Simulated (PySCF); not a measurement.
Atom-mapped SMILES (the numbers label the heavy atoms): `[CH3:1][C:2]([CH3:3])([CH3:4])[CH2:5][OH:6]` (H(Xn): hydrogen on atom n).

- shieldings: GIAO PBE0/pcSseg-2
- PBE0-D3(BJ)/def2-TZVP structure
- code: PySCF 2.14.0 with density-fitted response routines
- no solvent model, non-relativistic, equivalent nuclei averaged, a single conformation

References, each an isolated molecule treated in the same way: ¹³C (186.03 ppm) and ¹H (31.52 ppm) vs TMS; H2O for ¹⁷O (329.54 ppm).

| atoms | nucleus | count | δ (ppm) |
| --- | --- | --- | --- |
| C1/C3/C4 | ¹³C | 3 | 27.9 |
| O6 | ¹⁷O | 1 | ? |
| C2 | ¹³C | 1 | ? |
| H(C5) | ¹H | 2 | 3.26 |
| H(C1)/H(C3)/H(C4) | ¹H | 9 | 0.86 |
| C5 | ¹³C | 1 | 80.0 |
| H(O6) | ¹H | 1 | 0.45 |

Fill in the missing shifts.

Results:


- C2: 35.9 ppm, quaternary sp3 carbon; saturated and bonded to C and H only
- O6: 25.9 ppm, alcohol oxygen

The OH or NH signal is concentration- and solvent-dependent in practice; the value given is the gas-phase one. Shifts are as computed. Against solution values, carbons near 30 ppm lie about +3 ppm off and those near 130 ppm about +9 ppm. Of 1211 compounds with measured shifts, 218 miss one by over three times the rms of a fit or turn the order of signals round; such compounds aren't used in these exercises. Experimental scales use liquid or dissolved standards, which lie at an offset from isolated H2O (liquid H2O: subtract about 36 ppm).
